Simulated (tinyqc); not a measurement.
Inside a calculation (part 1 of 3). Method: ROHF in the sto-3g basis, for BH, spin multiplicity 3. This run ends on a higher stationary point, not on the lowest solution. Computed by tinyqc, a small Python program that keeps every step (integrals from PySCF). Settings: charge = 0, multiplicity = 3, basis = sto-3g, energy threshold = 1e-10, iteration cap = 90, orthogonalisation = symmetric, start = Wolfsberg-Helmholz matrix, DIIS depth = 8, DIIS from iteration = 2, method = ROHF. Command: `OMP_NUM_THREADS=1 python tinyqc.py 23854 23855 out.jsonl` (the two numbers bound the seeds that draw the settings). One thread of a shared host (Intel(R) Xeon(R) Processor @ 2.60GHz), about 0.08 s of CPU time with the checks. Later iterations appear only in the table of the cycle.

## One-electron integrals

Geometry (angstrom):
```
atom         x         y         z
B     0.000000  0.000000  0.000000
H     0.000000  0.000000  2.106000
```

Basis sto-3g: exponents (1/bohr^2) and contraction coefficients of normalised primitives:
```
element  l (shell)   exponent  coefficient
B            s (1)  48.791113     0.154329
B            s (1)   8.887362     0.535328
B            s (1)   2.405267     0.444635
B            s (2)   2.236956    -0.099967
B            s (2)   0.519821     0.399513
B            s (2)   0.169062     0.700115
B            p (3)   2.236956     0.155916
B            p (3)   0.519821     0.607684
B            p (3)   0.169062     0.391957
H            s (1)   3.425251     0.154329
H            s (1)   0.623914     0.535328
H            s (1)   0.168855     0.444635
```

Overlap, kinetic and nuclear-attraction integrals over the contracted functions; the nuclear repulsion is the sum of Za Zb / Rab.

nuclear repulsion = 1.25635615 hartree

overlap S, order 1B 1s, 1B 2s, 1B 2px, 1B 2py, 1B 2pz, 2H 1s:
$$\begin{pmatrix}
1.000000 & 0.269328 & 0.000000 & 0.000000 & 0.000000 & 0.008357 \\
0.269328 & 1.000000 & 0.000000 & 0.000000 & 0.000000 & 0.137660 \\
0.000000 & 0.000000 & 1.000000 & 0.000000 & 0.000000 & 0.000000 \\
0.000000 & 0.000000 & 0.000000 & 1.000000 & 0.000000 & 0.000000 \\
0.000000 & 0.000000 & 0.000000 & 0.000000 & 1.000000 & 0.181226 \\
0.008357 & 0.137660 & 0.000000 & 0.000000 & 0.181226 & 1.000000
\end{pmatrix}$$

kinetic energy T (hartree), order 1B 1s, 1B 2s, 1B 2px, 1B 2py, 1B 2pz, 2H 1s:
$$\begin{pmatrix}
10.826302 & -0.047967 & 0.000000 & 0.000000 & 0.000000 & -0.003283 \\
-0.047967 & 0.359168 & 0.000000 & 0.000000 & 0.000000 & -0.010149 \\
0.000000 & 0.000000 & 1.123881 & 0.000000 & 0.000000 & 0.000000 \\
0.000000 & 0.000000 & 0.000000 & 1.123881 & 0.000000 & 0.000000 \\
0.000000 & 0.000000 & 0.000000 & 0.000000 & 1.123881 & 0.010630 \\
-0.003283 & -0.010149 & 0.000000 & 0.000000 & 0.010630 & 0.760032
\end{pmatrix}$$

nuclear attraction V (hartree), order 1B 1s, 1B 2s, 1B 2px, 1B 2py, 1B 2pz, 2H 1s:
$$\begin{pmatrix}
-23.398659 & -3.207037 & 0.000000 & 0.000000 & -0.005933 & -0.099242 \\
-3.207037 & -4.022773 & 0.000000 & 0.000000 & -0.060439 & -0.385197 \\
0.000000 & 0.000000 & -3.982113 & 0.000000 & 0.000000 & 0.000000 \\
0.000000 & 0.000000 & 0.000000 & -3.982113 & 0.000000 & 0.000000 \\
-0.005933 & -0.060439 & 0.000000 & 0.000000 & -4.013300 & -0.472178 \\
-0.099242 & -0.385197 & 0.000000 & 0.000000 & -0.472178 & -2.482703
\end{pmatrix}$$

core Hamiltonian H = T + V (hartree), order 1B 1s, 1B 2s, 1B 2px, 1B 2py, 1B 2pz, 2H 1s:
$$\begin{pmatrix}
-12.572357 & -3.255004 & 0.000000 & 0.000000 & -0.005933 & -0.102525 \\
-3.255004 & -3.663605 & 0.000000 & 0.000000 & -0.060439 & -0.395346 \\
0.000000 & 0.000000 & -2.858233 & 0.000000 & 0.000000 & 0.000000 \\
0.000000 & 0.000000 & 0.000000 & -2.858233 & 0.000000 & 0.000000 \\
-0.005933 & -0.060439 & 0.000000 & 0.000000 & -2.889419 & -0.461549 \\
-0.102525 & -0.395346 & 0.000000 & 0.000000 & -0.461549 & -1.722671
\end{pmatrix}$$

## Two-electron integrals

Functions are numbered as in S; the eight-fold symmetry (ij|kl) = (ji|kl) = (kl|ij) leaves the list below.

Two-electron integrals (ij|kl) in chemists' order, unique and non-zero (hartree):
```
(11|11) 2.923513   (21|11) 0.518376   (21|21) 0.109262   (22|11) 0.744229
(22|21) 0.193177   (22|22) 0.544804   (31|31) 0.020264   (32|31) 0.029996
(32|32) 0.120346   (33|11) 0.742491   (33|21) 0.193240   (33|22) 0.544682
(33|33) 0.586773   (41|41) 0.020264   (42|41) 0.029996   (42|42) 0.120346
(43|43) 0.031630   (44|11) 0.742491   (44|21) 0.193240   (44|22) 0.544682
(44|33) 0.523513   (44|44) 0.586773   (51|51) 0.020264   (52|51) 0.029996
(52|52) 0.120346   (53|53) 0.031630   (54|54) 0.031630   (55|11) 0.742491
(55|21) 0.193240   (55|22) 0.544682   (55|33) 0.523513   (55|44) 0.523513
(55|55) 0.586773   (61|11) 0.015910   (61|21) 0.003349   (61|22) 0.005966
(61|33) 0.005941   (61|44) 0.005941   (61|51) 0.000264   (61|52) 0.000487
(61|55) 0.006020   (61|61) 0.000106   (62|11) 0.061259   (62|21) 0.016279
(62|22) 0.053800   (62|33) 0.052146   (62|44) 0.052146   (62|51) 0.001755
(62|52) 0.012530   (62|55) 0.057050   (62|61) 0.000537   (62|62) 0.009541
(63|31) 0.001235   (63|32) 0.006549   (63|53) 0.002103   (63|63) 0.000764
(64|41) 0.001235   (64|42) 0.006549   (64|54) 0.002103   (64|64) 0.000764
(65|11) 0.070628   (65|21) 0.018935   (65|22) 0.065346   (65|33) 0.062361
(65|44) 0.062361   (65|51) 0.002796   (65|52) 0.019235   (65|55) 0.071240
(65|61) 0.000640   (65|62) 0.013209   (65|65) 0.018697   (66|11) 0.251207
(66|21) 0.067649   (66|22) 0.250114   (66|33) 0.240450   (66|44) 0.240450
(66|51) 0.005909   (66|52) 0.058809   (66|55) 0.269202   (66|61) 0.002215
(66|62) 0.065798   (66|65) 0.098016   (66|66) 0.774606
```

## Orthogonalisation

S = U s U^T; symmetric (Loewdin) form X = U s^(-1/2) U^T, so that X^T S X = 1.

eigenvalues of S: [0.686711, 0.842091, 1.000000, 1.000000, 1.149862, 1.321336]

X, order 1B 1s, 1B 2s, 1B 2px, 1B 2py, 1B 2pz, 2H 1s:
$$\begin{pmatrix}
1.028980 & -0.142494 & 0.000000 & 0.000000 & -0.001700 & 0.010746 \\
-0.142494 & 1.036760 & 0.000000 & 0.000000 & 0.010139 & -0.073711 \\
0.000000 & 0.000000 & 1.000000 & 0.000000 & 0.000000 & 0.000000 \\
0.000000 & 0.000000 & 0.000000 & 1.000000 & 0.000000 & 0.000000 \\
-0.001700 & 0.010139 & 0.000000 & 0.000000 & 1.012809 & -0.093712 \\
0.010746 & -0.073711 & 0.000000 & 0.000000 & -0.093712 & 1.020432
\end{pmatrix}$$

## Starting guess

The start is the generalised Wolfsberg-Helmholz matrix (K = 1.75) built on H; D(s) = C_occ C_occ^T for each spin.

D(alpha) at the start, order 1B 1s, 1B 2s, 1B 2px, 1B 2py, 1B 2pz, 2H 1s:
$$\begin{pmatrix}
0.975571 & 0.036764 & 0.000000 & 0.000000 & -0.054811 & -0.016204 \\
0.036764 & 0.036724 & 0.000000 & 0.000000 & 0.171986 & 0.034543 \\
0.000000 & 0.000000 & 1.000000 & 0.000000 & 0.000000 & 0.000000 \\
0.000000 & 0.000000 & 0.000000 & 1.000000 & 0.000000 & 0.000000 \\
-0.054811 & 0.171986 & 0.000000 & 0.000000 & 0.860336 & 0.174054 \\
-0.016204 & 0.034543 & 0.000000 & 0.000000 & 0.174054 & 0.035240
\end{pmatrix}$$

D(beta) at the start, order 1B 1s, 1B 2s, 1B 2px, 1B 2py, 1B 2pz, 2H 1s:
$$\begin{pmatrix}
0.975571 & 0.036764 & 0.000000 & 0.000000 & -0.054811 & -0.016204 \\
0.036764 & 0.036724 & 0.000000 & 0.000000 & 0.171986 & 0.034543 \\
0.000000 & 0.000000 & 0.000000 & 0.000000 & 0.000000 & 0.000000 \\
0.000000 & 0.000000 & 0.000000 & 0.000000 & 0.000000 & 0.000000 \\
-0.054811 & 0.171986 & 0.000000 & 0.000000 & 0.860336 & 0.174054 \\
-0.016204 & 0.034543 & 0.000000 & 0.000000 & 0.174054 & 0.035240
\end{pmatrix}$$

## Iteration 1: building the Fock matrix

J_ij = sum D_kl (ij|kl) with D = D(alpha) + D(beta), K_ij = sum D_kl (ik|jl) for each spin; F = H + J - K(s); E = tr D H + tr D J / 2 - 0.5 sum_s tr D(s) K(s) + E_nn.

Coulomb J (hartree), order 1B 1s, 1B 2s, 1B 2px, 1B 2py, 1B 2pz, 2H 1s:
$$\begin{pmatrix}
8.671961 & 1.780648 & 0.000000 & 0.000000 & 0.018781 & 0.055159 \\
1.780648 & 3.617273 & 0.000000 & 0.000000 & 0.095450 & 0.351680 \\
0.000000 & 0.000000 & 3.595394 & 0.000000 & 0.000000 & 0.000000 \\
0.000000 & 0.000000 & 0.000000 & 3.595394 & 0.000000 & 0.000000 \\
0.018781 & 0.095450 & 0.000000 & 0.000000 & 3.649864 & 0.427019 \\
0.055159 & 0.351680 & 0.000000 & 0.000000 & 0.427019 & 1.633513
\end{pmatrix}$$

exchange K(alpha) (hartree), order 1B 1s, 1B 2s, 1B 2px, 1B 2py, 1B 2pz, 2H 1s:
$$\begin{pmatrix}
2.951996 & 0.630115 & 0.000000 & 0.000000 & -0.002335 & 0.022544 \\
0.630115 & 0.492920 & 0.000000 & 0.000000 & 0.118237 & 0.070754 \\
0.000000 & 0.000000 & 0.673180 & 0.000000 & 0.000000 & 0.000000 \\
0.000000 & 0.000000 & 0.000000 & 0.673180 & 0.000000 & 0.000000 \\
-0.002335 & 0.118237 & 0.000000 & 0.000000 & 0.621171 & 0.134878 \\
0.022544 & 0.070754 & 0.000000 & 0.000000 & 0.134878 & 0.088472
\end{pmatrix}$$

exchange K(beta) (hartree), order 1B 1s, 1B 2s, 1B 2px, 1B 2py, 1B 2pz, 2H 1s:
$$\begin{pmatrix}
2.911469 & 0.570123 & 0.000000 & 0.000000 & -0.002335 & 0.020074 \\
0.570123 & 0.252229 & 0.000000 & 0.000000 & 0.118237 & 0.057656 \\
0.000000 & 0.000000 & 0.054777 & 0.000000 & 0.000000 & 0.000000 \\
0.000000 & 0.000000 & 0.000000 & 0.054777 & 0.000000 & 0.000000 \\
-0.002335 & 0.118237 & 0.000000 & 0.000000 & 0.557912 & 0.130672 \\
0.020074 & 0.057656 & 0.000000 & 0.000000 & 0.130672 & 0.086943
\end{pmatrix}$$

F(alpha) (hartree), order 1B 1s, 1B 2s, 1B 2px, 1B 2py, 1B 2pz, 2H 1s:
$$\begin{pmatrix}
-6.852392 & -2.104471 & 0.000000 & 0.000000 & 0.015183 & -0.069909 \\
-2.104471 & -0.539252 & 0.000000 & 0.000000 & -0.083226 & -0.114421 \\
0.000000 & 0.000000 & 0.063982 & 0.000000 & 0.000000 & 0.000000 \\
0.000000 & 0.000000 & 0.000000 & 0.063982 & 0.000000 & 0.000000 \\
0.015183 & -0.083226 & 0.000000 & 0.000000 & 0.139273 & -0.169407 \\
-0.069909 & -0.114421 & 0.000000 & 0.000000 & -0.169407 & -0.177630
\end{pmatrix}$$

F(beta) (hartree), order 1B 1s, 1B 2s, 1B 2px, 1B 2py, 1B 2pz, 2H 1s:
$$\begin{pmatrix}
-6.811865 & -2.044479 & 0.000000 & 0.000000 & 0.015183 & -0.067439 \\
-2.044479 & -0.298561 & 0.000000 & 0.000000 & -0.083226 & -0.101323 \\
0.000000 & 0.000000 & 0.682384 & 0.000000 & 0.000000 & 0.000000 \\
0.000000 & 0.000000 & 0.000000 & 0.682384 & 0.000000 & 0.000000 \\
0.015183 & -0.083226 & 0.000000 & 0.000000 & 0.202532 & -0.165201 \\
-0.067439 & -0.101323 & 0.000000 & 0.000000 & -0.165201 & -0.176102
\end{pmatrix}$$

total energy of this density = -23.71448602 hartree

## Iteration 1: Roothaan effective Fock matrix

With projectors Pc = D(beta) S, Po = (D(alpha) - D(beta)) S, Pv = 1 - D(alpha) S, the block xy is Px^T F Py; with Fc = (F(alpha) + F(beta))/2, the blocks are Fc for cc, oo, vv and cv, F(beta) for co and F(alpha) for ov.

effective F (hartree), order 1B 1s, 1B 2s, 1B 2px, 1B 2py, 1B 2pz, 2H 1s:
$$\begin{pmatrix}
-6.832128 & -2.074475 & 0.000000 & 0.000000 & 0.015183 & -0.068674 \\
-2.074475 & -0.418906 & 0.000000 & 0.000000 & -0.083226 & -0.107872 \\
0.000000 & 0.000000 & 0.373183 & 0.000000 & 0.000000 & 0.000000 \\
0.000000 & 0.000000 & 0.000000 & 0.373183 & 0.000000 & 0.000000 \\
0.015183 & -0.083226 & 0.000000 & 0.000000 & 0.170903 & -0.167304 \\
-0.068674 & -0.107872 & 0.000000 & 0.000000 & -0.167304 & -0.176866
\end{pmatrix}$$

## Iteration 1: diagonalisation and new density

Diagonalise F' = X^T F X, C = X C', fill 4 alpha and 2 beta electrons from the bottom; D(s) = C_occ C_occ^T. Each column has its largest component positive (the first on a tie).

F' = X^T F X (hartree):
$$\begin{pmatrix}
-6.635326 & -1.188042 & 0.000000 & 0.000000 & 0.021457 & 0.020185 \\
-1.188042 & 0.036496 & 0.000000 & 0.000000 & -0.066177 & -0.088488 \\
0.000000 & 0.000000 & 0.373183 & 0.000000 & 0.000000 & 0.000000 \\
0.000000 & 0.000000 & 0.000000 & 0.373183 & 0.000000 & 0.000000 \\
0.021457 & -0.066177 & 0.000000 & 0.000000 & 0.203945 & -0.168947 \\
0.020185 & -0.088488 & 0.000000 & 0.000000 & -0.168947 & -0.136906
\end{pmatrix}$$

orbital energies (hartree): MO1 -6.840583, MO2 -0.232084, MO3 0.241843, MO4 0.299033, MO5 0.373183, MO6 0.373183

coefficients C, order 1B 1s, 1B 2s, 1B 2px, 1B 2py, 1B 2pz, 2H 1s:
$$\begin{pmatrix}
0.989704 & -0.061429 & -0.233310 & 0.203718 & 0.000000 & 0.000000 \\
0.036093 & 0.175260 & 0.793224 & -0.662939 & 0.000000 & 0.000000 \\
0.000000 & 0.000000 & 0.000000 & 0.000000 & 0.079985 & 0.996796 \\
0.000000 & 0.000000 & 0.000000 & 0.000000 & 0.996796 & -0.079985 \\
-0.001318 & 0.306115 & 0.602803 & 0.759994 & 0.000000 & 0.000000 \\
-0.002595 & 0.861049 & -0.531997 & -0.176578 & 0.000000 & 0.000000
\end{pmatrix}$$

D(alpha) after iteration 1, order 1B 1s, 1B 2s, 1B 2px, 1B 2py, 1B 2pz, 2H 1s:
$$\begin{pmatrix}
1.079223 & -0.295164 & 0.000000 & 0.000000 & -0.005924 & 0.032687 \\
-0.295164 & 1.100712 & 0.000000 & 0.000000 & 0.027930 & -0.154119 \\
0.000000 & 0.000000 & 0.000000 & 0.000000 & 0.000000 & 0.000000 \\
0.000000 & 0.000000 & 0.000000 & 0.000000 & 0.000000 & 0.000000 \\
-0.005924 & 0.027930 & 0.000000 & 0.000000 & 1.034669 & -0.191305 \\
0.032687 & -0.154119 & 0.000000 & 0.000000 & -0.191305 & 1.055612
\end{pmatrix}$$

D(beta) after iteration 1, order 1B 1s, 1B 2s, 1B 2px, 1B 2py, 1B 2pz, 2H 1s:
$$\begin{pmatrix}
0.983288 & 0.024956 & 0.000000 & 0.000000 & -0.020108 & -0.055461 \\
0.024956 & 0.032019 & 0.000000 & 0.000000 & 0.053602 & 0.150813 \\
0.000000 & 0.000000 & 0.000000 & 0.000000 & 0.000000 & 0.000000 \\
0.000000 & 0.000000 & 0.000000 & 0.000000 & 0.000000 & 0.000000 \\
-0.020108 & 0.053602 & 0.000000 & 0.000000 & 0.093708 & 0.263583 \\
-0.055461 & 0.150813 & 0.000000 & 0.000000 & 0.263583 & 0.741412
\end{pmatrix}$$

Within a degenerate level the vectors are fixed only up to a rotation; this is one choice.

## Iteration 2: building the Fock matrix

As before.

Coulomb J (hartree), order 1B 1s, 1B 2s, 1B 2px, 1B 2py, 1B 2pz, 2H 1s:
$$\begin{pmatrix}
7.890965 & 1.571019 & 0.000000 & 0.000000 & 0.014835 & 0.048685 \\
1.571019 & 3.120588 & 0.000000 & 0.000000 & 0.126420 & 0.364881 \\
0.000000 & 0.000000 & 3.075159 & 0.000000 & 0.000000 & 0.000000 \\
0.000000 & 0.000000 & 0.000000 & 3.075159 & 0.000000 & 0.000000 \\
0.014835 & 0.126420 & 0.000000 & 0.000000 & 3.199454 & 0.471558 \\
0.048685 & 0.364881 & 0.000000 & 0.000000 & 0.471558 & 2.483534
\end{pmatrix}$$

exchange K(alpha) (hartree), order 1B 1s, 1B 2s, 1B 2px, 1B 2py, 1B 2pz, 2H 1s:
$$\begin{pmatrix}
2.990361 & 0.550014 & 0.000000 & 0.000000 & 0.000030 & 0.017860 \\
0.550014 & 0.717828 & 0.000000 & 0.000000 & 0.005276 & 0.096120 \\
0.000000 & 0.000000 & 0.167418 & 0.000000 & 0.000000 & 0.000000 \\
0.000000 & 0.000000 & 0.000000 & 0.167418 & 0.000000 & 0.000000 \\
0.000030 & 0.005276 & 0.000000 & 0.000000 & 0.730477 & 0.126707 \\
0.017860 & 0.096120 & 0.000000 & 0.000000 & 0.126707 & 0.790419
\end{pmatrix}$$

exchange K(beta) (hartree), order 1B 1s, 1B 2s, 1B 2px, 1B 2py, 1B 2pz, 2H 1s:
$$\begin{pmatrix}
2.905389 & 0.540770 & 0.000000 & 0.000000 & -0.001576 & 0.017437 \\
0.540770 & 0.173900 & 0.000000 & 0.000000 & 0.071656 & 0.114301 \\
0.000000 & 0.000000 & 0.031753 & 0.000000 & 0.000000 & 0.000000 \\
0.000000 & 0.000000 & 0.000000 & 0.031753 & 0.000000 & 0.000000 \\
-0.001576 & 0.071656 & 0.000000 & 0.000000 & 0.137169 & 0.170357 \\
0.017437 & 0.114301 & 0.000000 & 0.000000 & 0.170357 & 0.649153
\end{pmatrix}$$

F(alpha) (hartree), order 1B 1s, 1B 2s, 1B 2px, 1B 2py, 1B 2pz, 2H 1s:
$$\begin{pmatrix}
-7.671753 & -2.233998 & 0.000000 & 0.000000 & 0.008872 & -0.071701 \\
-2.233998 & -1.260845 & 0.000000 & 0.000000 & 0.060705 & -0.126585 \\
0.000000 & 0.000000 & 0.049509 & 0.000000 & 0.000000 & 0.000000 \\
0.000000 & 0.000000 & 0.000000 & 0.049509 & 0.000000 & 0.000000 \\
0.008872 & 0.060705 & 0.000000 & 0.000000 & -0.420442 & -0.116698 \\
-0.071701 & -0.126585 & 0.000000 & 0.000000 & -0.116698 & -0.029557
\end{pmatrix}$$

F(beta) (hartree), order 1B 1s, 1B 2s, 1B 2px, 1B 2py, 1B 2pz, 2H 1s:
$$\begin{pmatrix}
-7.586781 & -2.224755 & 0.000000 & 0.000000 & 0.010478 & -0.071277 \\
-2.224755 & -0.716916 & 0.000000 & 0.000000 & -0.005675 & -0.144766 \\
0.000000 & 0.000000 & 0.185173 & 0.000000 & 0.000000 & 0.000000 \\
0.000000 & 0.000000 & 0.000000 & 0.185173 & 0.000000 & 0.000000 \\
0.010478 & -0.005675 & 0.000000 & 0.000000 & 0.172865 & -0.160348 \\
-0.071277 & -0.144766 & 0.000000 & 0.000000 & -0.160348 & 0.111710
\end{pmatrix}$$

total energy of this density = -24.29127444 hartree

## Iteration 2: Roothaan effective Fock matrix

As before.

effective F (hartree), order 1B 1s, 1B 2s, 1B 2px, 1B 2py, 1B 2pz, 2H 1s:
$$\begin{pmatrix}
-7.629396 & -2.227752 & 0.000000 & 0.000000 & 0.008855 & -0.071949 \\
-2.227752 & -0.982270 & 0.000000 & 0.000000 & 0.041259 & -0.130242 \\
0.000000 & 0.000000 & 0.117341 & 0.000000 & 0.000000 & 0.000000 \\
0.000000 & 0.000000 & 0.000000 & 0.117341 & 0.000000 & 0.000000 \\
0.008855 & 0.041259 & 0.000000 & 0.000000 & -0.092852 & -0.113509 \\
-0.071949 & -0.130242 & 0.000000 & 0.000000 & -0.113509 & 0.014846
\end{pmatrix}$$

## Iteration 2: diagonalisation and new density

As before.

F' = X^T F X (hartree):
$$\begin{pmatrix}
-7.445867 & -1.155379 & 0.000000 & 0.000000 & -0.001663 & 0.021345 \\
-1.155379 & -0.533027 & 0.000000 & 0.000000 & 0.056534 & -0.096356 \\
0.000000 & 0.000000 & 0.117341 & 0.000000 & 0.000000 & 0.000000 \\
0.000000 & 0.000000 & 0.000000 & 0.117341 & 0.000000 & 0.000000 \\
-0.001663 & 0.056534 & 0.000000 & 0.000000 & -0.072574 & -0.115635 \\
0.021345 & -0.096356 & 0.000000 & 0.000000 & -0.115635 & 0.052231
\end{pmatrix}$$

orbital energies (hartree): MO1 -7.633870, MO2 -0.371151, MO3 -0.141537, MO4 0.117341, MO5 0.117341, MO6 0.147321

coefficients C, order 1B 1s, 1B 2s, 1B 2px, 1B 2py, 1B 2pz, 2H 1s:
$$\begin{pmatrix}
0.992733 & -0.295737 & 0.008066 & 0.000000 & 0.000000 & 0.078602 \\
0.025900 & 1.003821 & -0.038451 & 0.000000 & 0.000000 & -0.301507 \\
0.000000 & 0.000000 & 0.000000 & 0.099917 & 0.994996 & 0.000000 \\
0.000000 & 0.000000 & 0.000000 & 0.994996 & -0.099917 & 0.000000 \\
-0.000988 & -0.116286 & 0.823996 & 0.000000 & 0.000000 & -0.584959 \\
-0.001895 & 0.139156 & 0.439352 & 0.000000 & 0.000000 & 0.918267
\end{pmatrix}$$

D(alpha) after iteration 2, order 1B 1s, 1B 2s, 1B 2px, 1B 2py, 1B 2pz, 2H 1s:
$$\begin{pmatrix}
1.073044 & -0.271465 & 0.000000 & 0.000000 & 0.040055 & -0.039491 \\
-0.271465 & 1.009805 & 0.000000 & 0.000000 & -0.148439 & 0.122745 \\
0.000000 & 0.000000 & 0.009983 & 0.099417 & 0.000000 & 0.000000 \\
0.000000 & 0.000000 & 0.099417 & 0.990017 & 0.000000 & 0.000000 \\
0.040055 & -0.148439 & 0.000000 & 0.000000 & 0.692492 & 0.345844 \\
-0.039491 & 0.122745 & 0.000000 & 0.000000 & 0.345844 & 0.212398
\end{pmatrix}$$

D(beta) after iteration 2, order 1B 1s, 1B 2s, 1B 2px, 1B 2py, 1B 2pz, 2H 1s:
$$\begin{pmatrix}
1.072979 & -0.271155 & 0.000000 & 0.000000 & 0.033409 & -0.043035 \\
-0.271155 & 1.008327 & 0.000000 & 0.000000 & -0.116756 & 0.139639 \\
0.000000 & 0.000000 & 0.000000 & 0.000000 & 0.000000 & 0.000000 \\
0.000000 & 0.000000 & 0.000000 & 0.000000 & 0.000000 & 0.000000 \\
0.033409 & -0.116756 & 0.000000 & 0.000000 & 0.013523 & -0.016180 \\
-0.043035 & 0.139639 & 0.000000 & 0.000000 & -0.016180 & 0.019368
\end{pmatrix}$$

Within a degenerate level the vectors are fixed only up to a rotation; this is one choice.
